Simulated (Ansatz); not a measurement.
A displaced shape of doublet CO(+):

```xyz
2

C    -0.0079   -0.0186   -0.6799
O     0.0057   -0.0245    0.5188
```

It was optimised with PBE0/def2-SVP in Ansatz (development build ahead of 0.2.0) to forces under 0.001 eV/Å, with unrestricted orbitals. Each step stands on the lowest determinant of that kind that the program's search found.

(1) What shape does it relax to, and how does the optimisation go?

## Answers

(1)

```yaml
atoms:
  - { symbol: C, position_ang: [-0.0074, -0.0188, -0.6354] }
  - { symbol: O, position_ang: [0.0052, -0.0243, 0.4743] }
```

Bond lengths: C1–O2 1.110 Å.

```
step  E − E(start) (eV)  largest force (eV/Å)
   1             0.0000                9.1922
   2            -0.4567                0.1336
   3            -0.4568                0.0338
   4            -0.4568                0.0001
```

The optimisation ended after 4 steps with its threshold met.
